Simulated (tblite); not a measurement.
C₅H₁₀S.
SMILES with atom numbers: `[CH3:1][C@@H:2]1[CH2:3][CH2:4][C@H:5]1[SH:6]` (hydrogens: H7, H8, H9 on C1; H10 on C2; H11, H12 on C3; H13, H14 on C4; H15 on C5; H16 on S6)

Computed with GFN2-xTB (tblite), gas phase: Langevin dynamics at 400 K from the optimised GFN2-xTB geometry, time step 0.5 fs, friction 0.01 fs⁻¹, 2000 steps. The instantaneous temperature is 2·E(kin)/(3Nk) with all 3N coordinates.

| t (fs) | T (K) | E(pot) above start (eV) | C1–C2 (Å) | C2–C3 (Å) | C3–C4 (Å) | C4–C5 (Å) | C5–S6 (Å) | C1–H7 (Å) |
| --- | --- | --- | --- | --- | --- | --- | --- | --- |
| 0 | 325 | 0.000 | 1.515 | 1.541 | 1.536 | 1.534 | 1.827 | 1.088 |
| 25 | 191 | 0.420 | 1.510 | 1.573 | 1.549 | 1.557 | 1.795 | 1.063 |
| 50 | 248 | 0.517 | 1.461 | 1.526 | 1.538 | 1.565 | 1.900 | 1.086 |
| 75 | 345 | 0.426 | 1.501 | 1.525 | 1.578 | 1.540 | 1.789 | 1.102 |
| 100 | 337 | 0.502 | 1.565 | 1.527 | 1.548 | 1.496 | 1.837 | 1.080 |
| 125 | 374 | 0.275 | 1.560 | 1.533 | 1.531 | 1.552 | 1.855 | 1.102 |
| 150 | 230 | 0.548 | 1.510 | 1.550 | 1.508 | 1.593 | 1.851 | 1.104 |
| 175 | 240 | 0.620 | 1.554 | 1.535 | 1.531 | 1.536 | 1.773 | 1.043 |
| 200 | 329 | 0.666 | 1.480 | 1.558 | 1.520 | 1.503 | 1.791 | 1.113 |
| 225 | 383 | 0.606 | 1.487 | 1.547 | 1.488 | 1.524 | 1.886 | 1.149 |
| 250 | 428 | 0.429 | 1.502 | 1.538 | 1.507 | 1.520 | 1.796 | 1.076 |
| 275 | 380 | 0.777 | 1.540 | 1.571 | 1.571 | 1.510 | 1.846 | 1.065 |
| 300 | 511 | 0.607 | 1.551 | 1.531 | 1.584 | 1.562 | 1.863 | 1.078 |
| 325 | 442 | 0.632 | 1.582 | 1.527 | 1.571 | 1.560 | 1.829 | 1.065 |
| 350 | 374 | 0.895 | 1.642 | 1.537 | 1.506 | 1.511 | 1.794 | 1.074 |
| 375 | 350 | 0.807 | 1.505 | 1.504 | 1.489 | 1.508 | 1.846 | 1.133 |
| 400 | 281 | 0.865 | 1.533 | 1.578 | 1.572 | 1.574 | 1.884 | 1.086 |
| 425 | 391 | 0.869 | 1.493 | 1.593 | 1.614 | 1.573 | 1.802 | 1.054 |
| 450 | 371 | 0.640 | 1.518 | 1.491 | 1.570 | 1.510 | 1.812 | 1.091 |
| 475 | 378 | 0.620 | 1.586 | 1.522 | 1.505 | 1.487 | 1.807 | 1.112 |
| 500 | 496 | 0.632 | 1.599 | 1.494 | 1.545 | 1.518 | 1.833 | 1.093 |
| 525 | 303 | 0.994 | 1.552 | 1.504 | 1.568 | 1.552 | 1.865 | 1.050 |
| 550 | 418 | 0.629 | 1.517 | 1.595 | 1.574 | 1.577 | 1.828 | 1.049 |
| 575 | 327 | 0.705 | 1.522 | 1.616 | 1.532 | 1.559 | 1.880 | 1.105 |
| 600 | 437 | 0.560 | 1.518 | 1.532 | 1.510 | 1.527 | 1.783 | 1.073 |
| 625 | 422 | 0.655 | 1.551 | 1.521 | 1.522 | 1.514 | 1.855 | 1.129 |
| 650 | 366 | 0.881 | 1.588 | 1.591 | 1.548 | 1.480 | 1.815 | 1.138 |
| 675 | 410 | 0.637 | 1.519 | 1.530 | 1.533 | 1.509 | 1.865 | 1.092 |
| 700 | 401 | 0.791 | 1.495 | 1.554 | 1.500 | 1.540 | 1.896 | 1.036 |
| 725 | 384 | 0.969 | 1.539 | 1.593 | 1.499 | 1.535 | 1.813 | 1.091 |
| 750 | 504 | 0.640 | 1.507 | 1.561 | 1.521 | 1.498 | 1.834 | 1.121 |
| 775 | 377 | 0.762 | 1.500 | 1.531 | 1.577 | 1.499 | 1.867 | 1.081 |
| 800 | 479 | 0.554 | 1.569 | 1.566 | 1.486 | 1.534 | 1.856 | 1.069 |
| 825 | 528 | 0.630 | 1.485 | 1.501 | 1.504 | 1.568 | 1.790 | 1.107 |
| 850 | 338 | 0.707 | 1.513 | 1.472 | 1.639 | 1.505 | 1.880 | 1.111 |
| 875 | 325 | 0.643 | 1.533 | 1.546 | 1.627 | 1.536 | 1.759 | 1.111 |
| 900 | 431 | 0.621 | 1.547 | 1.550 | 1.520 | 1.680 | 1.772 | 1.102 |
| 925 | 434 | 0.822 | 1.515 | 1.491 | 1.484 | 1.650 | 1.900 | 1.122 |
| 950 | 442 | 0.798 | 1.576 | 1.551 | 1.524 | 1.527 | 1.846 | 1.095 |
| 975 | 510 | 0.529 | 1.539 | 1.558 | 1.538 | 1.545 | 1.818 | 1.026 |
| 1000 | 301 | 0.783 | 1.548 | 1.508 | 1.494 | 1.574 | 1.797 | 1.112 |

Question: From 500 fs on, how do temperature and potential energy compare with equipartition?

Answer: The mean temperature of these 21 frames is 411 K against the target 400 K, and the mean potential energy 0.71 eV against 42 × kT/2 = 0.72 eV for 42 classical harmonic modes. For 16 atoms in a canonical ensemble the temperature itself scatters by T·√(2/(3N)) = 82 K; here its standard deviation is 67 K. The whole run lasts only 10 friction times of 100 fs, so these averages carry a wide statistical error.

Question: What are the kinetic and total energies of the listed frame with the highest potential energy?

Answer: The one at 525 fs, 0.994 eV above the start. Its kinetic energy is 3NkT/2 = 0.627 eV at 303 K, so the sum is 1.62 eV; over the listed frames the sum runs from 0.67 to 1.76 eV, since the thermostat adds and removes energy.

Question: How much do the listed bonds fluctuate from 500 fs on?

Answer: 
```tsv
bond	at the start (Å)	mean (Å)	standard deviation (Å)
C1–C2	1.515	1.535	0.030
C2–C3	1.541	1.541	0.038
C3–C4	1.536	1.535	0.041
C4–C5	1.534	1.544	0.047
C5–S6	1.827	1.836	0.040
C1–H7	1.088	1.091	0.030
```

The motion is classical and holds no zero-point motion.

What follows is the cost of the whole dynamics run. Time: 11 s of wall time; peak memory 0.18 GiB. Hardware: one thread of an Arm Neoverse V1, shared host with 32 logical CPUs at a one-minute load of 18.
